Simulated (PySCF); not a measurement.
Species: FH3Si.
Z-matrix (Å and degrees, PBE0-D3(BJ)/def2-SVP geometry), rows numbered from 1:
```
F 
Si  1  1.6245
H   2  1.4891  1  108.58
H   2  1.4892  1  108.59  3  -119.98
H   2  1.4892  1  108.58  3   120.06
```

Jobs on this species (5 atoms, 26 electrons) with PySCF (density fitting). Hardware of each: Arm Neoverse N1, one thread, no GPU, shared host. Other jobs ran on the host; a repeat could differ by tens of per cent or more. Peak memory is the resident size of the whole Python process, interpreter and libraries included.

```csv
level and settings,work,basis functions,SCF cycles,wall time,peak memory
"delta-SCF UKS PBE0, pcX-2 on the ionised atom, pcseg-1 elsewhere, spin-free X2C","ΔSCF core ionisation, 3 holes",89,?,?,?
"delta-SCF UKS SCAN, pcX-1 on the ionised atom, pcseg-1 elsewhere, spin-free X2C","ΔSCF core ionisation, 3 holes",69,?,?,?
"delta-SCF UKS SCAN, pcX-2 on the ionised atom, pcseg-1 elsewhere, spin-free X2C","ΔSCF core ionisation, 3 holes",89,38,6.6 s,0.29 GiB
"delta-SCF UKS HF, pcX-2 on the ionised atom, pcseg-1 elsewhere, spin-free X2C","ΔSCF core ionisation, 3 holes",89,34,3.2 s,0.32 GiB
"delta-SCF UKS SCAN, def2-TZVP on the ionised atom, pcseg-1 elsewhere, spin-free X2C","ΔSCF core ionisation, 3 holes",66,34,5.6 s,0.32 GiB
"delta-SCF UKS B3LYP, pcX-2 on the ionised atom, pcseg-1 elsewhere, spin-free X2C","ΔSCF core ionisation, 3 holes",89,32,6.8 s,0.32 GiB
"delta-SCF UKS SCAN, pcX-2 on the ionised atom, pcseg-1 elsewhere, non-relativistic","ΔSCF core ionisation, 3 holes",89,37,6.7 s,0.32 GiB
"delta-SCF UKS PBE, pcX-2 on the ionised atom, pcseg-1 elsewhere, spin-free X2C","ΔSCF core ionisation, 3 holes",89,36,4.8 s,0.32 GiB
"PBE0-D3(BJ)/def2-SVP, grid level 1",geometry optimisation from a GFN2-xTB start shaken at random,47,22,4.1 s,0.27 GiB
```

Task: Fill in the missing figures.

Result: 
- delta-SCF UKS PBE0, pcX-2 on the ionised atom, pcseg-1 elsewhere, spin-free X2C; ΔSCF core ionisation, 3 holes: 6.5 s, 0.32 GiB, 32 SCF cycles
- delta-SCF UKS SCAN, pcX-1 on the ionised atom, pcseg-1 elsewhere, spin-free X2C; ΔSCF core ionisation, 3 holes: 4.9 s, 0.32 GiB, 35 SCF cycles

Task: What do all jobs in the table cost together?

Result: About 49 s; the longest takes about 14 % of that, and about 2.1 times as long as the shortest.
